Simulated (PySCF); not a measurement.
## How methods differ on the ionisation energy of Be

Be [He] 2s2 (1S) → Be⁺ [He] 2s1 (2S), as a difference of total energies. Computed with PySCF 2.14 in cc-pVDZ-DK, with scalar relativity by spin-free X2C-1e. Correlated levels: valence: 1s2 frozen. The calculations carry no spin-orbit coupling.

```
           method  ionisation energy (eV)  error (eV)
              UHF                   8.080      -1.243
              PBE                   9.045      -0.278
             TPSS                   9.106      -0.217
    MP2 (valence)                   8.777      -0.546
SCS-MP2 (valence)                   8.916      -0.407
   CCSD (valence)                   9.291      -0.032
```

Reference: 9.323 eV (measured; NIST Atomic Spectra Database, ionization energies).

Errors of the correlated levels include the incompleteness of this basis and the frozen core.

With two correlated electrons CCSD is exact in that space.
